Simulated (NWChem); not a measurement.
System: C2H3F; SMILES C=CF

Program: NWChem. All runs use the structure optimised with PBE0/def2-SVP. Ions are spin-unrestricted doublets at the neutral geometry; other ion states weren't tried. Functional: LC-ωPBE (HJS hole) with def2-SVP; the question gives the range parameter ω in 1/bohr.

Estimate the computed values for range parameter (1/bohr) 0.15. Quantities: vertical ionisation energy, ΔSCF (eV); −ε(HOMO) (eV).

The vertical ionisation energy, ΔSCF (eV) is 10.30 and the −ε(HOMO) (eV) comes out as 8.39.
